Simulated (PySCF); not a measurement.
# Gas-phase XPS of `c1cc[nH]c1`, computed

Compound: C4H5N.
Geometry (PBE0-D3(BJ)/def2-TZVP, Å), atoms numbered from 1 in this order:
```xyz
10
C4H5N angstrom
C      0.402    1.107   -0.085
C     -0.893    0.706    0.330
C     -0.936   -0.663    0.268
N      0.282   -1.097   -0.165
C      1.105   -0.032   -0.383
H      0.777    2.115   -0.156
H     -1.702    1.349    0.638
H     -1.729   -1.357    0.498
H      0.535   -2.058   -0.303
H      2.117   -0.168   -0.731
```

Computed, not measured: PySCF 2.14.0, delta-SCF UKS SCAN, pcX-3 on the ionised atom, pcseg-2 elsewhere, spin-free X2C. These are vertical core ionisation energies against the vacuum level, from separate self-consistent calculations with and without the core hole.

Task: Give the core binding energies atom by atom.

Result: 
```
atom(s)                          environment  level  binding energy (eV)  above the level's lowest (eV)  count
     N4                pyrrole-type nitrogen   N 1s               406.11                           0.00      1
  C3/C5  aromatic CH next to a ring nitrogen   C 1s               290.58                          +0.88      2
  C1/C2                   aromatic CH carbon   C 1s               289.70                           0.00      2
```

Lowest listed C 1s: C1/C2, bonded to 2 C (aromatic in the SMILES) and H. Highest, 0.88 eV above it: C3/C5, bonded to N (aromatic in the SMILES), C (aromatic in the SMILES) and H.

Task: Give the binding energy of C 1s of C3/C5 in hartree and in kJ/mol.

Result: 290.58 eV = 10.6786 Eh = 28037 kJ/mol.

Task: Which effective nuclear charge Zeff reproduces each element's mean 1s value in the hydrogen-like formula E = 13.606 eV × Zeff²?

Result: C (Z = 6): mean 290.1 eV, Zeff = 4.62, Z − Zeff = 1.38; N (Z = 7): mean 406.1 eV, Zeff = 5.46, Z − Zeff = 1.54. Means run over the listed sites, weighted by atom count.

Atoms equivalent by their bonding share one computed value, that of the first of them. Geometry: PBE0-D3(BJ)/def2-TZVP; no solvent, vibrations or thermal averaging.
